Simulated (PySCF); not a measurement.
Relaxation of singlet [BH2]+

Level of theory: PBE0/[B def2-TZVP, H def2-TZVP], no relativity, density fitting, PySCF. A (50,194) grid was used.

A hand-made linear start, of D∞h symmetry, held to at least that symmetry:

```xyz
3
charge 1 multiplicity 1, angstrom
B     0.0000    0.0000    0.0000
H     0.0000    0.0000    1.1466
H     0.0000    0.0000   -1.1466
```

Q: What forces act on the atoms at the start (eV/Å)?

A: 
```json
{"atom": "B1", "Fx": "0.00", "Fy": "0.00", "Fz": "0.00"}
{"atom": "H2", "Fx": "0.00", "Fy": "0.00", "Fz": "0.93"}
{"atom": "H3", "Fx": "0.00", "Fy": "0.00", "Fz": "-0.93"}
```

Q: What does it relax to?

A: It ends at D∞h with B–H 1.179 Å (×2); H–B–H 180.0°. A frequency run shows a minimum. Other isomers or separated fragments may lie lower.

Q: How much energy is released, and in how many steps?

A: 2.8 kJ/mol in 3 steps.
